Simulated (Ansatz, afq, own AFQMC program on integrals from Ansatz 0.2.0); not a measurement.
Integrals from Ansatz 0.2.0, then the random walk in our own AFQMC program (afq).

```yaml
crystal:
  periodic: [false, false, false]
  atoms:
    - {symbol: Si, position_ang: [0.000000, 0.066038, 1.433170]}
    - {symbol: Al, position_ang: [0.000000, -0.119801, -1.619178]}
    - {symbol: H, position_ang: [0.000000, 1.447164, 1.998035]}
    - {symbol: H, position_ang: [1.198904, -0.642116, 1.968785]}
    - {symbol: H, position_ang: [-1.198904, -0.642116, 1.968785]}
    - {symbol: H, position_ang: [0.000000, 1.203904, -2.526060]}
basis:
  gaussian: {orbitals: 6-31G}
magnetization: {spin_polarized: true, initial_magnetization: 1}
correlation: {method: ccsd_t, electrons: outside_noble_gas, hamiltonian_folder: ham}
```

```sh
$ ansatz run in.yaml --threads 1 --pin off --events-out ev --progress --plain --max-ram 1382MiB
```

afq runs on the folder ham with

```
--method phaseless --trial cisd --walkers 80 --populations 1 --least-time 40 --time-step 0.005 --steps-per-block 50 --equilibration-blocks 28 --max-blocks 300 --target-error 0.0004 --factor-cut 1e-05 --start spin_pure --seed 8431 --release-times 0.24,0.51,0.99,1.62,2.4 --release-step 0.03 --release-every 4 --taylor-order 6
```

Times are imaginary, in 1/Eh. The walk had a cap of 531 s.

Output of the walk:

```
orbitals 24  electrons 6 5  factors 163 of 406
reference energy -533.01494124 Eh
CCSD correlation -0.11704884 Eh in 14 cycles, weight of the determinant in the CISD state 0.8875
energy of the start -533.130840 Eh
 block  time / (1/Eh)  mean weight  energy / Eh
     1     0.250  1.0002  -533.129858
     2     0.500  0.9998  -533.129832
     3     0.750  1.0008  -533.130509
     4     1.000  0.9997  -533.131525
     5     1.250  0.9975  -533.131967
     8     2.000  1.0002  -533.132640
    13     3.250  0.9997  -533.135284
    25     6.250  1.0009  -533.135680
    33     8.250  1.0022  -533.138676
    37     9.250  0.9995  -533.137726
    49    12.250  1.0006  -533.135317
    61    15.250  1.0010  -533.134515
    73    18.250  1.0009  -533.135583
    85    21.250  1.0002  -533.134824
    97    24.250  0.9987  -533.135741
   109    27.250  1.0000  -533.135750
   121    30.250  1.0006  -533.135170
   133    33.250  0.9998  -533.135063
   145    36.250  1.0016  -533.137791
   157    39.250  1.0003  -533.134527
   169    42.250  1.0007  -533.135618
   181    45.250  1.0013  -533.131769
   185    46.250  1.0015  -533.133546
blocks merged  error / Eh  count
     1  0.000110  160
     2  0.000140  80
     4  0.000184  40
     8  0.000189  20
    16  0.000206  10
released: time / (1/Eh)  energy / Eh  error  mean overlap
  0.24  -533.134861  0.000191  1.0076
  0.51  -533.134865  0.000168  1.0095
  0.99  -533.135018  0.000154  1.0082
  1.62  -533.134904  0.000202  1.0293
  2.40  -533.135083  0.000186  1.0089
energy -533.134962 +/- 0.000189 Eh
(rows thinned)
```

The run passed its tests (sampling time, drift between the halves within three errors, error under three times the target), which doesn't prove that it has relaxed.

Against this walk (error 5.1 meV) on the same determinant: CCSD(T) 24.8 meV higher, CCSDT(Q) 2.0 meV lower (within the noise). The error is statistical and leaves out the bias of the constraint. Released to 2.40 1/Eh the energy moves by -3 ± 7 meV (both errors), within twice the noise.

Cautions: constraint bias not in the error.

The walk took 6.6 min on 1 thread of Intel(R) Xeon(R) Processor @ 2.50GHz (Skylake/Cascade Lake), with other jobs on the host. The log's last line is the phaseless energy.

CCSDT and higher add their correlation energy to the determinant of the CCSD(T) run, since their own runs factorise the integrals more tightly (a shift of under 2 meV). A walk keeps the symmetry of its determinant, which the program's search chose and which needn't be the lowest solution, so a lower state of the same spin and another symmetry isn't excluded.
